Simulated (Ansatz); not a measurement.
We consider α-N2, described by PBE-D3(BJ) (Ansatz, a quantum-chemistry and plane-wave program, plane waves, PAW).

Numerical settings: plane-wave cutoff 520 eV, 6×6×6 k mesh, Fermi–Dirac smearing 0.01 eV, scalar-relativistic PAW data made under PBE.

Properties against volume:

Shape and atoms are relaxed at each volume.

```csv
V (Å³/atom),P (GPa),direct gap at Γ (eV),smallest gap on the k mesh (eV)
21.691,0.14,7.370,7.342
22.143,0.07,7.398,7.372
22.595,0.01,7.424,7.400
23.047,-0.05,7.450,7.427
23.499,-0.09,7.473,7.453
```

A straight line through the gaps at Γ against ln V gives a volume deformation potential dE_g(Γ)/d ln V of 1.3 eV: the gap at Γ narrows under compression.

Note: the bulk modulus comes from volumes at which shape and atoms were relaxed.
